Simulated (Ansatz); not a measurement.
**Energy profile**

The step: AlNH₃Cl ([NH2][AlH][Cl]) → AlCl + NH₃ (still joined by a long Al–N bond); bonds formed: N2–H3; bonds broken: Al1–H3; bonds weakened to dative contacts: Al1–N2 (atoms numbered as in the saddle structure below).

```
6
angstrom
Al -0.7231 -0.7702 -0.5930
N 0.5188 0.1459 0.4764
H 0.9355 -0.4799 -0.8264
Cl -2.4720 0.4087 -0.8628
H 1.1456 -0.4260 1.0345
H 0.5953 1.1215 0.7714
```

Electronic energies by CCSD(T) at an estimated basis limit (MP2 extrapolated from triple and quadruple zeta, plus CCSD(T) − MP2 in triple zeta), on PBE0-D4/def2-TZVP structures; AlNH3Cl, closed shell; no counterpoise correction. Computed with Ansatz 0.2.0 (basis: def2-TZVPP and def2-QZVPP); correlated methods freeze the cores. Extrapolation: Hartree–Fock as exp(−7.88 √X), correlation as X^−2.97.

Q: Give the profile in kJ/mol, counted from the start structure. (To be estimated.)

A: By the calculation:
```tsv
point	kJ/mol
start structure	0.0
saddle	286.5
end structure	103.1
separated: AlCl (linked as [Al][Cl]; Al1, Cl4; singlet) + NH3 (N2, H3, H5, H6; singlet)	152.8
```

T1 diagnostic: at most 0.016. The restricted Hartree–Fock reference is unstable towards an unrestricted one at one or more of these structures. A large double-excitation amplitude points to some diradical character; no triplet was computed. The end structure is not quite a true minimum (one mode of 56i cm⁻¹).

For scale, one of the runs: CCSD(T)/def2-TZVPP, 157 basis functions, launched by `ansatz run in.yaml --threads 2 --pin off --events-out ev --progress --plain --max-ram 4352MiB`. Hardware: 2 CPU threads of an Arm Neoverse V2, shared host. Wall time 13 s; peak host memory 1 GiB.
